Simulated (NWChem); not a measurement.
**One shape, several levels: C3H4O (propargyl alcohol)**

Aim: a comparison of 6 runs (SVWN5/def2-SVPD, B3LYP/def2-SVPD, PBE/def2-SVPD, PBE0/def2-SVPD, r2SCAN/def2-SVPD, CCSD(T)/def2-SVPD) of C3H4O (propargyl alcohol). 

The results are computed with NWChem 7.3.0.

## Step 1: The molecule

C3H4O: 8 atoms, total charge 0, spin state singlet. SMILES: `C#CCO`. Geometry: relaxed at PBE0-D4/def2-TZVP. This is one conformer, not always the lowest.

Bond lengths: C1–C2 1.200 Å, C2–C3 1.458 Å, C3–O4 1.410 Å, C1–H5 1.064 Å, C3–H6 1.099 Å, C3–H7 1.093 Å, O4–H8 0.961 Å. Angles: C1–C2–C3 178.1°, C2–C3–O4 113.4°, C2–C1–H5 179.3°, C2–C3–H6 108.8°, C2–C3–H7 109.6°, O4–C3–H6 111.4°, O4–C3–H7 106.3°, C3–O4–H8 108.1°, H6–C3–H7 107.1°.

## Step 2: Energy and forces at SVWN5/def2-SVPD (run 1)

Input file calc.nw:

```
start calc
title "C3H4O gradient"
memory stack 880 mb heap 220 mb global 1100 mb
geometry noautosym nocenter noautoz
  C     -0.636000     1.383820    -1.088110
  C     -0.111980     0.626580    -0.318250
  C      0.516910    -0.328850     0.585990
  O     -0.281560    -1.461500     0.847500
  H     -1.103180     2.063540    -1.761060
  H      1.495600    -0.613620     0.175390
  H      0.700350     0.146860     1.552640
  H     -0.580130    -1.816820     0.005890
end
basis spherical bse
  * library def2-SVPD
end
dft
  xc slater vwn_5
  grid fine
  convergence energy 1e-08
  iterations 100
  mulliken
  print low
end
task dft gradient
```

Run with:

```console
nwchem calc.nw > calc.out
```

Log:

```text
[...]
 d= 0,ls=0.0,diis     1   -190.0316320327 -2.93D+02  3.39D-02  9.68D-01     1.4
[...]
 d= 0,ls=0.0,diis    12   -190.1101454332 -4.99D-10  2.00D-07  5.97D-10    16.3
         Total DFT energy =     -190.110145433209
      One electron energy =     -461.837867197990
           Coulomb energy =      193.771752324190
    Exchange-Corr. energy =      -24.568758561072
 Nuclear repulsion energy =      102.524728001663
[...]
      Total Density - Mulliken Population Analysis
     ---------------------------------------------
    Atom       Charge   Shell Charges
 -----------   ------   -------------------------------------------------------
    1 C    6     7.07   1.98  0.93  1.90  0.07  2.08  0.13  0.02 -0.05
    2 C    6     4.80   1.98  0.94 -0.03 -0.23  2.08 -0.10  0.03  0.13
    3 C    6     5.64   1.98  0.93 -0.41  0.12  2.14  0.64  0.06  0.18
    4 O    8     8.44   1.98  1.08  0.65  0.12  2.88  1.55  0.12  0.01  0.04
    5 H    1     1.10   0.72  0.34  0.03  0.01
    6 H    1     1.06   0.73  0.28  0.02  0.03
    7 H    1     1.12   0.73  0.33  0.02  0.04
    8 H    1     0.77   0.69 -0.00  0.06  0.02
[...]
                         DFT ENERGY GRADIENTS
    atom               coordinates                        gradient
                 x          y          z           x          y          z
   1 C      -1.201866   2.615041  -2.056230    0.010519  -0.015019   0.015527
   2 C      -0.211612   1.184065  -0.601405   -0.019012   0.026984  -0.027604
   3 C       0.976818  -0.621436   1.107361    0.016678   0.001544   0.007960
   4 O      -0.532071  -2.761835   1.601543   -0.006489  -0.007950  -0.009599
   5 H      -2.084708   3.899525  -3.327921    0.006431  -0.009207   0.009236
   6 H       2.826274  -1.159574   0.331439   -0.010934   0.002729   0.003825
   7 H       1.323470   0.277525   2.934064   -0.002546  -0.005274  -0.010521
   8 H      -1.096287  -3.433292   0.011130    0.005354   0.006193   0.011177
 Task  times  cpu:       20.2s     wall:       20.2s
 Total times  cpu:       20.3s     wall:       20.3s
```

Run time: 21 s. Hardware: 1 thread of Intel Xeon 6975P-C (Granite Rapids), shared host; peak memory 0.12 GiB.

## Step 3: Energy and forces at B3LYP/def2-SVPD (run 2)

Input file c3h4o.xyz:

```xyz
8
C3H4O B3LYP
C     -0.636000     1.383820    -1.088110
C     -0.111980     0.626580    -0.318250
C      0.516910    -0.328850     0.585990
O     -0.281560    -1.461500     0.847500
H     -1.103180     2.063540    -1.761060
H      1.495600    -0.613620     0.175390
H      0.700350     0.146860     1.552640
H     -0.580130    -1.816820     0.005890
```

Input file c3h4o.nw:

```
start c3h4o
title "C3H4O B3LYP"
memory stack 880 mb heap 220 mb global 1100 mb
charge 0

geometry noautosym nocenter noautoz
 load format xyz c3h4o.xyz
end

basis spherical bse
 * library def2-SVPD
end

dft
 xc b3lyp
 grid fine
 convergence energy 1e-08
 iterations 100
 mulliken
 print medium
end

task dft gradient
```

Run with:

```console
nwchem c3h4o.nw > c3h4o.out
```

Log:

```text
[...]
          Wavefunction type:  closed shell.
          No. of atoms     :     8
          No. of electrons :    30
[...]
          Charge           :     0
          Spin multiplicity:     1
[...]
          AO basis - number of functions:   115
[...]
              XC Information
              --------------
                         B3LYP Method XC Potential
                     Hartree-Fock (Exact) Exchange  0.200
                        Slater Exchange Functional  0.800 local
                    Becke 1988 Exchange Functional  0.720 non-local
              Lee-Yang-Parr Correlation Functional  0.810
                  VWN I RPA Correlation Functional  0.190 local
[...]
 d= 0,ls=0.0,diis     1   -191.6673098354 -2.94D+02  2.72D-02  5.94D-01     2.0
[...]
 d= 0,ls=0.0,diis     8   -191.7359328122  2.94D-09  9.41D-06  8.65D-07    14.3
         Total DFT energy =     -191.735932812217
      One electron energy =     -461.950447852353
           Coulomb energy =      193.948628403641
    Exchange-Corr. energy =      -26.258841365168
 Nuclear repulsion energy =      102.524728001663
[...]
  wavefunction    = closed shell
                         DFT ENERGY GRADIENTS
    atom               coordinates                        gradient
                 x          y          z           x          y          z
   1 C      -1.201866   2.615041  -2.056230    0.007622  -0.011245   0.011288
   2 C      -0.211612   1.184065  -0.601405   -0.007519   0.010011  -0.010737
   3 C       0.976818  -0.621436   1.107361   -0.001218  -0.001626  -0.001248
   4 O      -0.532071  -2.761835   1.601543    0.001568   0.003659  -0.001958
   5 H      -2.084708   3.899525  -3.327921    0.002703  -0.003884   0.003903
   6 H       2.826274  -1.159574   0.331439   -0.004344   0.001614   0.001194
   7 H       1.323470   0.277525   2.934064   -0.001293  -0.001962  -0.004396
   8 H      -1.096287  -3.433292   0.011130    0.002482   0.003432   0.001953
[...]
```

Run time: 20 s. Hardware: 1 thread of Intel Xeon 6975P-C (Granite Rapids), shared host; peak memory 0.12 GiB.

Run 3 isn't shown in full; the table further down has it.

## Step 4: Energy and gradient at PBE0/def2-SVPD (run 4)

Input file a.xyz:

```xyz
8

C     -0.636000     1.383820    -1.088110
C     -0.111980     0.626580    -0.318250
C      0.516910    -0.328850     0.585990
O     -0.281560    -1.461500     0.847500
H     -1.103180     2.063540    -1.761060
H      1.495600    -0.613620     0.175390
H      0.700350     0.146860     1.552640
H     -0.580130    -1.816820     0.005890
```

Input file a.nw:

```
start a
memory 2200 mb
geometry units angstroms noautosym nocenter noautoz
load a.xyz
end
basis spherical bse
C library def2-SVPD
O library def2-SVPD
H library def2-SVPD
end
dft
xc pbe0
grid fine
convergence energy 1e-08
maxiter 100
mulliken
end
task dft gradient
```

Run with:

```console
nwchem a.nw > a.out
```

Log:

```text
[...]
          Wavefunction type:  closed shell.
          No. of atoms     :     8
          No. of electrons :    30
[...]
          Charge           :     0
          Spin multiplicity:     1
[...]
          AO basis - number of functions:   115
[...]
              XC Information
              --------------
                         PBE0 Method XC Functional
                     Hartree-Fock (Exact) Exchange  0.250
          PerdewBurkeErnzerhof Exchange Functional  0.750
            Perdew 1991 LDA Correlation Functional  1.000 local
           PerdewBurkeErnz. Correlation Functional  1.000 non-local
[...]
 d= 0,ls=0.0,diis     1   -191.4436668097 -2.94D+02  1.73D-02  5.52D-01     2.3
[...]
 d= 0,ls=0.0,diis     8   -191.5071547257  2.91D-09  7.45D-06  6.87D-07    14.4
         Total DFT energy =     -191.507154725689
      One electron energy =     -461.932628258088
           Coulomb energy =      193.924174458517
    Exchange-Corr. energy =      -26.023428927781
 Nuclear repulsion energy =      102.524728001663
[...]
      Total Density - Mulliken Population Analysis
     ---------------------------------------------
    Atom       Charge   Shell Charges
 -----------   ------   -------------------------------------------------------
    1 C    6     7.10   1.98  0.92  1.79  0.08  2.04  0.29  0.02 -0.02
    2 C    6     5.02   1.99  0.94 -0.12 -0.16  2.05  0.22  0.03  0.08
    3 C    6     5.42   1.98  0.93 -0.43  0.10  2.08  0.63  0.07  0.06
    4 O    8     8.53   1.99  1.09  0.66  0.10  2.86  1.66  0.13  0.01  0.03
    5 H    1     1.04   0.75  0.26  0.03  0.00
    6 H    1     1.02   0.76  0.20  0.02  0.04
    7 H    1     1.08   0.76  0.24  0.02  0.05
    8 H    1     0.78   0.71 -0.02  0.07  0.02
[...]
  wavefunction    = closed shell
                         DFT ENERGY GRADIENTS
    atom               coordinates                        gradient
                 x          y          z           x          y          z
   1 C      -1.201866   2.615041  -2.056230    0.006743  -0.009918   0.009977
   2 C      -0.211612   1.184065  -0.601405   -0.008403   0.011694  -0.012210
   3 C       0.976818  -0.621436   1.107361    0.004225   0.003211  -0.000451
   4 O      -0.532071  -2.761835   1.601543   -0.001398  -0.001203   0.001283
   5 H      -2.084708   3.899525  -3.327921    0.003105  -0.004468   0.004505
   6 H       2.826274  -1.159574   0.331439   -0.004147   0.001350   0.001309
   7 H       1.323470   0.277525   2.934064   -0.001187  -0.002160  -0.004203
   8 H      -1.096287  -3.433292   0.011130    0.001064   0.001492  -0.000211
[...]
```

Wall time 20 s (1 thread of Intel Xeon 6975P-C (Granite Rapids), shared host); peak memory 0.12 GiB.

Run 5 isn't shown in full; the table further down has it.

## Step 5: The energy at CCSD(T)/def2-SVPD (run 6)

Input file struct.nw:

```
echo
start struct
title "C3H4O energy"
memory total 2200 mb
geometry noautosym nocenter noautoz
C    -0.636000    1.383820   -1.088110
C    -0.111980    0.626580   -0.318250
C     0.516910   -0.328850    0.585990
O    -0.281560   -1.461500    0.847500
H    -1.103180    2.063540   -1.761060
H     1.495600   -0.613620    0.175390
H     0.700350    0.146860    1.552640
H    -0.580130   -1.816820    0.005890
end
basis spherical bse
* library def2-SVPD
end
scf
thresh 1e-08
maxiter 80
print low
end
ccsd
freeze core 4
maxiter 60
end
task ccsd(t) energy
```

Run with:

```console
nwchem struct.nw > struct.out
```

Log:

```text
[...]
  functions       =   115
[...]
  wavefunction    = RHF
[...]
         Total SCF energy =   -190.579279919470
      One-electron energy =   -461.546278974481
      Two-electron energy =    168.442271053348
 Nuclear repulsion energy =    102.524728001663
        Time for solution =     27.0s
[...]
 Total MP2 energy:           -191.181133740090075
[...]
             energy      energy      error      ampl     ampl      Block
                                                time     time      time
[...]
 Total CCSD energy:           -191.208583852679197
[...]
 Total CCSD+T(CCSD) energy:           -191.233469127258360
[...]
 Total CCSD(T) energy:                -191.232362137583294
[...]
```

It took 4.4 min on 1 thread of Intel Xeon 6975P-C (Granite Rapids), shared host; peak memory 0.43 GiB.

## Step 6: The series

```tsv
run	level	task	integration grid	energy (Eh)	largest force (eV/Å)	wall time
1	SVWN5/def2-SVPD	gradient	fine	-190.110145	2.213	21 s
2	B3LYP/def2-SVPD	gradient	fine	-191.735933	0.908	20 s
3	PBE/def2-SVPD	gradient	fine	-191.498027	2.018	25 s
4	PBE0/def2-SVPD	gradient	fine	-191.507155	0.971	20 s
5	r2SCAN/def2-SVPD	gradient	fine	-191.614799	1.354	32 s
6	CCSD(T)/def2-SVPD	energy	–	-191.232362	–	4.4 min
```

## Step 7: Summary of results

| quantity | value |
| --- | --- |
| run 6: total energy | -191.23236 Eh |
| run 6: correlation energy (4 core orbitals frozen) | -653.1 mEh |
| run 6: (T) correction | -23.78 mEh |

What this shows: Over runs 2, 3, 4, 5 the dipole moment (its size) runs from 1.36 D (PBE/def2-SVPD) to 1.45 D (B3LYP/def2-SVPD). Over runs 2, 3, 4, 5 the HOMO–LUMO gap runs from 5.78 eV (PBE/def2-SVPD) to 8.13 eV (PBE0/def2-SVPD). Totals of different functionals can't be ranked against each other. All runs together took 6.4 min, the longest 4.4 min.
